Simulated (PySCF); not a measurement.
**Oxygen: a sound run and one with changed settings**

Sound run: O [He] 2s2 2p4, O⁺ [He] 2s2 2p3. All numbers are calculated (PySCF 2.14, the spin-free X2C one-electron Hamiltonian (Gaussian nucleus), in cc-pVTZ-DK). The sound run starts from symmetry-adapted Hartree-Fock orbitals and uses a fine grid where one is needed.

Changed run: initial guess atom, at most 5 SCF cycles. This setting is unsound on purpose.

```tsv
species	method	sound run (hartree)	changed run (hartree)	converged
O	UHF	-74.86387	-74.86387	no
O	B3LYP	-75.14508	-75.14508	no
O	M06-2X	-75.11840	-75.11840	no
O⁺	UHF	-74.42286	-74.42286	no
O⁺	B3LYP	-74.62773	-74.62773	no
O⁺	M06-2X	-74.61613	-74.61613	no
```

The SCF was stopped early; the energies are upper bounds that still move, and correlated levels were skipped or rest on poor orbitals.
